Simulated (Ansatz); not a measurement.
Relaxation of AlFH5N (8 atoms, charge 0, multiplicity 1), to a largest force component of 0.03 eV/Å in at most 50 steps.

All numbers below come from Ansatz 0.2.0, RKS B3LYP-D4/def2-SVP.

```xyz
8
Properties=species:S:1:pos:R:3
Al 0.026 0.405 -0.143
F -0.166 0.333 1.535
H 1.481 0.687 -0.676
H -1.299 0.395 -0.995
N 0.115 -2.471 0.998
H -0.656 -3.139 0.973
H 0.959 -2.981 1.260
H -0.083 -1.781 1.751
```

Problem. Where does it end, and by what steps?

Solution. The run converged. After 8 steps the energy has fallen by 0.961 eV; H7 moved furthest, 0.68 Å. Joined: Al1–N5 (3.10 → 2.07 Å).

| step | energy less start (eV) | largest force component (eV/Å) | accepted |
| --- | --- | --- | --- |
| 0 | 0.0000 | 1.027 | yes |
| 1 | -0.1926 | 0.827 | yes |
| 2 | -0.5069 | 1.265 | yes |
| 3 | -0.8001 | 0.713 | yes |
| 4 | -0.8966 | 0.843 | yes |
| 5 | -0.9467 | 0.424 | yes |
| 6 | -0.9560 | 0.331 | yes |
| 7 | -0.9613 | 0.046 | yes |
| 8 | -0.9615 | 0.021 | yes |

```xyz
8
Properties=species:S:1:pos:R:3
Al 0.024 -0.091 0.133
F -0.222 0.619 1.656
H 1.491 0.078 -0.466
H -1.264 -0.152 -0.803
N 0.085 -2.012 0.912
H -0.637 -2.637 0.547
H 0.990 -2.478 0.810
H -0.089 -1.879 1.913
```

The run took 19 s on 1 thread of Arm Neoverse V2 (shared host), peak memory 0.14 GiB.
